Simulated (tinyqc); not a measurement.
CIS and TDHF on RHF in the sto-3g basis, for H2F+, spin multiplicity 1, step by step. One step of it, computed by the program tinyqc.

Problem. CIS matrix, singlets. A(ia,jb) = (e_a - e_i) d_ij d_ab + 2 (ia|jb) - (ij|ab).

orbital energies (hartree): MO1 -26.539802, MO2 -1.940977, MO3 -1.045838, MO4 -0.979222, MO5 -0.968026, MO6 -0.119237, MO7 0.004721

Two-electron integrals over orbitals (pq|rs), unique and non-zero (hartree):
```
(11|11) 5.363876    (21|11) -0.512017   (21|21) 0.077335    (22|11) 1.216413
(22|21) -0.020997   (22|22) 0.862133    (31|31) 0.017489    (32|31) 0.025653
(32|32) 0.149728    (33|11) 0.966036    (33|21) -0.008561   (33|22) 0.739322
(33|33) 0.701894    (41|11) 0.107468    (41|21) -0.014340   (41|22) 0.010309
(41|33) 0.004114    (41|41) 0.026326    (42|11) -0.092020   (42|21) 0.006378
(42|22) -0.013266   (42|33) -0.008399   (42|41) 0.030519    (42|42) 0.162120
(43|31) -0.002776   (43|32) 0.008812    (43|43) 0.049048    (44|11) 1.127276
(44|21) -0.013314   (44|22) 0.807729    (44|33) 0.686356    (44|41) -0.008518
(44|42) -0.078545   (44|44) 0.845578    (51|51) 0.029553    (52|51) 0.039574
(52|52) 0.185326    (53|53) 0.036960    (54|51) -0.007749   (54|52) -0.029075
(54|54) 0.050350    (55|11) 1.264024    (55|21) -0.014561   (55|22) 0.886443
(55|33) 0.728693    (55|41) 0.003088    (55|42) -0.051176   (55|44) 0.815419
(55|55) 0.997514    (61|11) 0.172161    (61|21) -0.027199   (61|22) 0.004298
(61|33) 0.001928    (61|41) -0.007599   (61|42) -0.018758   (61|44) 0.010555
(61|55) 0.004926    (61|61) 0.016328    (62|11) -0.242449   (62|21) 0.006361
(62|22) -0.127168   (62|33) -0.078420   (62|41) -0.017158   (62|42) -0.050834
(62|44) -0.084705   (62|55) -0.130064   (62|61) 0.006130    (62|62) 0.065920
(63|31) -0.003293   (63|32) 0.022146    (63|43) 0.020332    (63|63) 0.070786
(64|11) -0.306392   (64|21) 0.004511    (64|22) -0.168639   (64|33) -0.098109
(64|41) -0.004737   (64|42) 0.015134    (64|44) -0.169226   (64|55) -0.173794
(64|61) 0.000399    (64|62) 0.056936    (64|64) 0.092552    (65|51) -0.011255
(65|52) -0.044646   (65|54) -0.012437   (65|65) 0.021801    (66|11) 0.644266
(66|21) -0.005062   (66|22) 0.533421    (66|33) 0.521798    (66|41) 0.013132
(66|42) 0.059807    (66|44) 0.513943    (66|55) 0.514568    (66|61) -0.004778
(66|62) -0.043852   (66|64) -0.022881   (66|66) 0.520980    (71|31) 0.016013
(71|32) 0.022776    (71|43) -0.002592   (71|63) -0.002695   (71|71) 0.014672
(72|31) 0.017932    (72|32) 0.074016    (72|43) -0.018452   (72|63) -0.021706
(72|71) 0.015930    (72|72) 0.057759    (73|11) 0.432798    (73|21) -0.008037
(73|22) 0.228768    (73|33) 0.170115    (73|41) -0.000901   (73|42) -0.052975
(73|44) 0.200351    (73|55) 0.243995    (73|61) 0.004230    (73|62) -0.061279
(73|64) -0.102133   (73|66) 0.012593    (73|73) 0.168076    (74|31) -0.006160
(74|32) -0.048684   (74|43) 0.002512    (74|63) -0.048064   (74|71) -0.005745
(74|72) -0.010037   (74|74) 0.049357    (75|53) 0.025651    (75|75) 0.019455
(76|31) -0.008165   (76|32) -0.080912   (76|43) -0.055481   (76|63) -0.089529
(76|71) -0.007598   (76|72) 0.002961    (76|74) 0.064446    (76|76) 0.165396
(77|11) 0.746041    (77|21) -0.007002   (77|22) 0.580598    (77|33) 0.579570
(77|41) 0.002814    (77|42) 0.007515    (77|44) 0.557889    (77|55) 0.569420
(77|61) 0.001529    (77|62) -0.036830   (77|64) -0.030930   (77|66) 0.514227
(77|73) 0.063588    (77|77) 0.546386
```

Give: CIS matrix A, singlet.

Solution.

CIS matrix A, singlet (hartree):
```
         1>6      1>7      2>6      2>7      3>6      3>7      4>6      4>7
1>6  25.8090   0.0000   0.0173   0.0000   0.0000   0.0166  -0.0123   0.0000
1>7   0.0000  25.8278   0.0000   0.0389   0.0028   0.0000   0.0000  -0.0143
2>6   0.0173   0.0000   1.4202   0.0000   0.0000  -0.0416   0.0541   0.0000
2>7   0.0000   0.0389   0.0000   1.4806   0.0375   0.0000   0.0000  -0.0276
3>6   0.0000   0.0028   0.0000   0.0375   0.5464   0.0000   0.0000  -0.0406
3>7   0.0166   0.0000  -0.0416   0.0000   0.0000   0.8071  -0.1488   0.0000
4>6  -0.0123   0.0000   0.0541   0.0000   0.0000  -0.1488   0.5311   0.0000
4>7   0.0000  -0.0143   0.0000  -0.0276  -0.0406   0.0000   0.0000   0.5248
5>6   0.0000   0.0000   0.0000   0.0000   0.0000   0.0000   0.0000   0.0000
5>7   0.0000   0.0000   0.0000   0.0000   0.0000   0.0000   0.0000   0.0000

        5>6     5>7
1>6  0.0000  0.0000
1>7  0.0000  0.0000
2>6  0.0000  0.0000
2>7  0.0000  0.0000
3>6  0.0000  0.0000
3>7  0.0000  0.0000
4>6  0.0000  0.0000
4>7  0.0000  0.0000
5>6  0.3778  0.0000
5>7  0.0000  0.4422
```
